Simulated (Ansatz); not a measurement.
**NH3 (triplet): from Hartree-Fock to the top rungs at distance H1–H2 along a hydrogen transfer = 0.846 Å, cc-pVTZ**

Aim: climb from Hartree-Fock through coupled cluster and multireference methods for NH3 (triplet) at one geometry and basis, and see what each rung misses.

Program: Ansatz 0.2.0, Gaussian basis. Level of theory: cc-pVTZ, core rule «outside noble gas», up to 1 orbitals frozen. These are calculated values, not measurements.

Plan: UHF; CCSD(T) on ROHF; CCSD(T) on UHF; BCCD(T) on ROHF; CCSDT(Q) on ROHF; CCSDT(Q) on UHF; CASSCF and MRCISD+Q, 4 electrons in 4 orbitals; CASSCF and NEVPT2, 4 electrons in 4 orbitals; CASSCF and MRCISD+Q, 8 electrons in 7 orbitals; CASSCF and MRCISD+Q(relaxed), 8 electrons in 7 orbitals; CASSCF and NEVPT2, 8 electrons in 7 orbitals.

## Step 1: What is computed

The geometry derives from fragments relaxed apart (PBE0/def2-TZVP) and kept rigid, so it is no stationary point. A hydrogen atom is moved between rigid fragments.

4 atoms, charge 0, spin multiplicity 3.

Atoms are counted from 1 here; the program's logs count them from 0.

Bond lengths: H1–H2 0.846 Å, H2–N3 1.174 Å, N3–H4 1.040 Å. Angles: H1–H2–N3 180.0°, H2–N3–H4 105.0°.

As a file:

```xyz
4
charge 0, multiplicity 3
H    -1.84689    0.05943    0.00000
H    -1.00089    0.05943    0.00000
N     0.17311    0.05943    0.00000
H     0.44219   -0.94479    0.00000
```

## Step 2: UHF

Contents of in.yaml:

```yaml
crystal:
  periodic: [false, false, false]
  atoms:
    - {symbol: H, position_ang: [-1.846891, 0.059434, 0.000000]}
    - {symbol: H, position_ang: [-1.000891, 0.059434, 0.000000]}
    - {symbol: N, position_ang: [0.173109, 0.059434, 0.000000]}
    - {symbol: H, position_ang: [0.442191, -0.944792, 0.000000]}
basis:
  gaussian: {orbitals: cc-pVTZ}
magnetization: {spin_polarized: true, initial_magnetization: 2}
hamiltonian: {xc: hf}
output: {orbitals: {seedname: orbitals}}
```

On the command line:

```bash
> ansatz run in.yaml --threads 1 --pin off --events-out ev --progress --plain --max-ram 2816MiB --backend cpu
```

Further steps of the session: CCSD(T) on ROHF; CCSD(T) on UHF; BCCD(T) on ROHF; CCSDT(Q) on ROHF; CCSDT(Q) on UHF; CASSCF and MRCISD+Q, 4 electrons in 4 orbitals; CASSCF and NEVPT2, 4 electrons in 4 orbitals; CASSCF and MRCISD+Q, 8 electrons in 7 orbitals; CASSCF and MRCISD+Q(relaxed), 8 electrons in 7 orbitals; CASSCF and NEVPT2, 8 electrons in 7 orbitals.

Q: Predict the results of all the runs planned. Wanted: UCCSDT(Q) below the RHF energy; RMP2 from UCCSDT(Q); UMP2 from UCCSDT(Q); RCCSD from UCCSDT(Q); RCCSD(T) from UCCSDT(Q); UCCSD(T) from UCCSDT(Q); RCCSDT(Q) from UCCSDT(Q); NEVPT2 pair from UCCSDT(Q); MRCISD+Q pair from UCCSDT(Q).

**Answer**, as computed:

| quantity | value |
| --- | --- |
| UCCSDT(Q) below the RHF energy | -6.4832 eV |
| RMP2 from UCCSDT(Q) | +74.3 kJ/mol |
| UMP2 from UCCSDT(Q) | +82.8 kJ/mol |
| RCCSD from UCCSDT(Q) | +19.8 kJ/mol |
| RCCSD(T) from UCCSDT(Q) | +2.3 kJ/mol |
| UCCSD(T) from UCCSDT(Q) | +2.3 kJ/mol |
| RCCSDT(Q) from UCCSDT(Q) | +0.2 kJ/mol |
| NEVPT2 pair from UCCSDT(Q) | +74.0 kJ/mol |
| MRCISD+Q pair from UCCSDT(Q) | +6.2 kJ/mol |
| NEVPT2 valence from UCCSDT(Q) | +82.0 kJ/mol |
| levels within 1 kcal/mol (43 meV) | RCCSD(T), UCCSD(T), BCCD(T), RCCSDT, UCCSDT, RCCSDT(Q), MRCISD+Q(relaxed) valence |
| T1 diagnostic | 0.027 |
| effectively unpaired electrons | 2.01 |

**Reading.** RCCSD(T) misses by +2.3 kJ/mol, 0.4 % of the correlation energy. One determinant dominates. Of the multireference levels listed MRCISD+Q(relaxed) valence comes nearest in total energy (+1.1 kJ/mol), which doesn't show that its space is the better one. These misses are within one basis, not against nature; the frozen cores of restricted and unrestricted runs differ, which can shift their rows.
